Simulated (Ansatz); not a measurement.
# BH₄, quartet: reading a ladder of total energies

Geometry: that of the BH4, doublet, kept fixed. The doublet lies 8.4 eV lower here.

```xyz
5

B     0.0000    0.0000    0.0000
H     0.4147    0.8125    0.8107
H    -0.4243   -0.8077    0.8105
H    -0.4128    0.8086   -0.8154
H     0.4225   -0.8134   -0.8057
```

Basis cc-pVDZ; Ansatz 0.2.0. Correlated methods freeze the noble-gas cores, which leaves 7 electrons in 33 orbitals. R marks a restricted (for open shells ROHF) determinant, U an unrestricted one.

Full CI isn't at hand for all of this; UCCSDT(Q) serves as the reference, and is uncertain by about the last step of the cluster series.

Runs differ by some tens of microhartree through their thresholds and, for an open shell, their frozen cores, so steps under 0.03 kcal/mol mean nothing.

```
    level  total energy (hartree)
      UHF              -26.584652
     UMP2              -26.678994
    UCCSD              -26.704298
 UCCSD(T)              -26.707133
   UCCSDT              -26.707892
UCCSDT(Q)              -26.707992
```

**Question.** What is the correlation energy at UCCSDT(Q), and what share of it do UMP2 and UCCSD recover?

**Answer.** E(corr) = -26.707992 − (-26.584652) = -0.123340 hartree = -3.356 eV. UMP2: -0.094342 / -0.123340 = 76.49 %. UCCSD: -0.119646 / -0.123340 = 97.01 %.

**Question.** By how many kcal/mol does UCCSD(T) miss UCCSDT(Q) (1 hartree = 627.509 kcal/mol), and which steps make up the rest?

**Answer.** -26.707133 − (-26.707992) = 0.000859 hartree = 0.54 kcal/mol. Steps: UCCSDT − UCCSD(T) = -0.48, UCCSDT(Q) − UCCSDT = -0.06 kcal/mol. That is within 1 kcal/mol of the reference in this basis, which itself misses far more of the correlation at the basis-set limit.
